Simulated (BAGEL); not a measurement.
**HF/3-21G (density fitting with cc-pvqz-jkfit) run of H3NO (hydroxylamine)**

What is the vertical singlet–triplet gap of H3NO (hydroxylamine) at HF/3-21G (density fitting with cc-pvqz-jkfit)? 

The results are computed with BAGEL 1.2.2.

2 further runs of the same task are left out: 2 set aside as unsound or not needed.

### 1 The structure to begin with

H3NO has 5 atoms, charge 0, and is taken as a singlet. As SMILES, `NO`. The coordinates come from a PBE0-D4/def2-TZVP relaxation. This is one conformer, not always the lowest.

Bond lengths: N1–O2 1.422 Å, N1–H3 1.016 Å, N1–H4 1.016 Å, O2–H5 0.960 Å. Angles: N1–O2–H5 102.8°, O2–N1–H3 104.5°, O2–N1–H4 104.5°, H3–N1–H4 106.0°.

### 2 A single-point energy at HF/3-21G (density fitting with cc-pvqz-jkfit)

hf.json

```json
{ "bagel" : [

{
  "title" : "molecule",
  "basis" : "3-21g",
  "df_basis" : "cc-pvqz-jkfit",
  "angstrom" : true,
  "geometry" : [
    { "atom" : "N", "xyz" : [   -0.165120,   -0.361290,   -0.321170 ] },
    { "atom" : "O", "xyz" : [    0.364460,    0.666040,    0.508060 ] },
    { "atom" : "H", "xyz" : [   -0.162690,   -1.190020,    0.266770 ] },
    { "atom" : "H", "xyz" : [   -1.141650,   -0.109840,   -0.446210 ] },
    { "atom" : "H", "xyz" : [    1.105010,    0.995100,   -0.007440 ] }
  ]
},
{
  "title" : "hf"
},
{
  "title" : "print",
  "file" : "orbitals.molden",
  "orbitals" : true
}

]}
```

The run is started by

```console
$ BAGEL_NUM_THREADS=1 BAGEL hf.json > hf.out
```

The program printed:

```text
* using 1 threads per process

  ===============================================================
  ===============================================================

  *** Geometry ***

  { "atom" : "N", "xyz" : [     -0.312032,     -0.682739,     -0.606923 ] },
  { "atom" : "O", "xyz" : [      0.688730,      1.258633,      0.960094 ] },
  { "atom" : "H", "xyz" : [     -0.307440,     -2.248812,      0.504122 ] },
  { "atom" : "H", "xyz" : [     -2.157406,     -0.207568,     -0.843215 ] },
  { "atom" : "H", "xyz" : [      2.088166,      1.880466,     -0.014060 ] },

  Number of auxiliary basis functions:      365

  Since a DF basis is specified, we compute 2- and 3-index integrals:
    o Being stored without compression. Storage requirement is 0.002 GB

  Number of basis functions:       24
  Number of electrons      :       18

    * METHOD: MOLECULE                             0.06

  *** RHF ***

  === Nuclear Repulsion ===
    39.5936663937

      * DIIS with orbital gradients will be used.

  === RHF iteration (3-21g) ===
      0       -130.19792106          0.03450664           0.00
      1       -130.24617281          0.01340208           0.00
      2       -130.25393927          0.00250034           0.00
      3       -130.25434475          0.00088911           0.00
      4       -130.25439711          0.00023168           0.00
      5       -130.25440680          0.00004199           0.00
      6       -130.25440713          0.00001317           0.00
      7       -130.25440716          0.00000214           0.00
      8       -130.25440716          0.00000061           0.00
      9       -130.25440716          0.00000025           0.00
     10       -130.25440716          0.00000007           0.00
     11       -130.25440716          0.00000003           0.00
     12       -130.25440716          0.00000001           0.00
    * SCF iteration converged.

    * Permanent dipole moment:
           (    0.142523,     0.225916,     0.144395) a.u.

    * METHOD: HF                                   0.06

    * METHOD: PRINT                                0.00

  ===============================================================
```

Run time: 0.28 s. Hardware: 1 thread of Arm Neoverse V2, shared host.

### 3 The triplet at the same level

input.json

```json
{ "bagel": [

{
  "title": "molecule",
  "basis": "3-21g",
  "df_basis": "cc-pvqz-jkfit",
  "angstrom": true,
  "geometry": [
    { "atom": "N", "xyz": [      -0.165120,      -0.361290,      -0.321170 ] },
    { "atom": "O", "xyz": [       0.364460,       0.666040,       0.508060 ] },
    { "atom": "H", "xyz": [      -0.162690,      -1.190020,       0.266770 ] },
    { "atom": "H", "xyz": [      -1.141650,      -0.109840,      -0.446210 ] },
    { "atom": "H", "xyz": [       1.105010,       0.995100,      -0.007440 ] }
  ]
},

{
  "title": "uhf",
  "charge": 0,
  "nopen": 2
},

{
  "title": "print",
  "file": "orbitals.molden",
  "orbitals": true
}

]}
```

The run is started by

```console
$ BAGEL_NUM_THREADS=1 BAGEL input.json > input.out
```

The program printed:

```text
* using 1 threads per process

  ===============================================================
  ===============================================================

  *** Geometry ***

  { "atom" : "N", "xyz" : [     -0.312032,     -0.682739,     -0.606923 ] },
  { "atom" : "O", "xyz" : [      0.688730,      1.258633,      0.960094 ] },
  { "atom" : "H", "xyz" : [     -0.307440,     -2.248812,      0.504122 ] },
  { "atom" : "H", "xyz" : [     -2.157406,     -0.207568,     -0.843215 ] },
  { "atom" : "H", "xyz" : [      2.088166,      1.880466,     -0.014060 ] },

  Number of auxiliary basis functions:      365

  Since a DF basis is specified, we compute 2- and 3-index integrals:
    o Being stored without compression. Storage requirement is 0.002 GB

  Number of basis functions:       24
  Number of electrons      :       18

    * METHOD: MOLECULE                             0.06

  *** Open-shell HF ***

  === Nuclear Repulsion ===
    39.5936663937

      * DIIS with orbital gradients will be used.

  === UHF iteration (3-21g) ===
      0       -129.89625268          0.08285016           0.01
      1       -129.97090522          0.03879925           0.01
      2       -129.98940180          0.02383936           0.01
      3       -129.99663187          0.00482851           0.01
      4       -129.99903432          0.00225060           0.01
      5       -129.99976169          0.00124245           0.01
      6       -130.00014262          0.00048321           0.01
      7       -130.00022244          0.00029777           0.01
      8       -130.00025682          0.00011099           0.01
      9       -130.00025997          0.00003036           0.01
     10       -130.00026019          0.00001400           0.01
     11       -130.00026021          0.00000811           0.01
     12       -130.00026022          0.00000584           0.01
     13       -130.00026024          0.00000238           0.01
     14       -130.00026024          0.00000111           0.01
     15       -130.00026024          0.00000060           0.01
     16       -130.00026024          0.00000031           0.01
     17       -130.00026024          0.00000012           0.01
     18       -130.00026024          0.00000009           0.01
     19       -130.00026024          0.00000005           0.01
     20       -130.00026024          0.00000003           0.01
     21       -130.00026024          0.00000002           0.01
     22       -130.00026024          0.00000001           0.01
    * SCF iteration converged.

    * S^2 (UHF) is 2.0170

    * Permanent dipole moment:
           (    0.380688,     0.679957,     0.505664) a.u.

    * METHOD: UHF                                  0.16

    * METHOD: PRINT                                0.00

  ===============================================================
```

It took 0.38 s on 1 thread of Arm Neoverse V2, shared host.

### 4 Results

Level: HF/3-21G (density fitting with cc-pvqz-jkfit).

| quantity | value |
| --- | --- |
| singlet: total energy | -130.25441 Eh |
| singlet: dipole moment | 0.77 D |
| singlet: HOMO energy | -11.02 eV |
| singlet: LUMO energy | 7.48 eV |
| singlet: HOMO–LUMO gap | 18.50 eV |
| triplet: total energy | -130.00026 Eh |
| triplet: dipole moment | 2.36 D |
| triplet: ⟨S²⟩ | 2.017 |
| vertical energy of the triplet above the singlet | 6.916 eV |

**Reading.** At this shape the triplet lies 6.92 eV (159 kcal/mol) above the singlet.
